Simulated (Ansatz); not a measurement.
Input for Ansatz (development build ahead of 0.2.0):

```yaml
crystal:
  periodic: [false, false, false]
  atoms:
    - { symbol: O, position_ang: [0.0, 0.0, -0.12924] }
    - { symbol: H, position_ang: [0.0, 0.81451, 0.51694] }
    - { symbol: H, position_ang: [0.0, -0.81451, 0.51694] }
basis:
  gaussian: { orbitals: cc-pVDZ }
hamiltonian:
  xc: hf
correlation:
  method: mp2
  frozen_orbitals: { H: 0, O: 1 }
```

The input is written out in the form of the current development build from the run's settings.

The run gave:

* Converged: yes
* Reference energy: -76.01157 hartree
* Correlation energy: -0.20777 hartree
* Total energy: -76.21934 hartree
* Spin squared of the determinant: 0.000
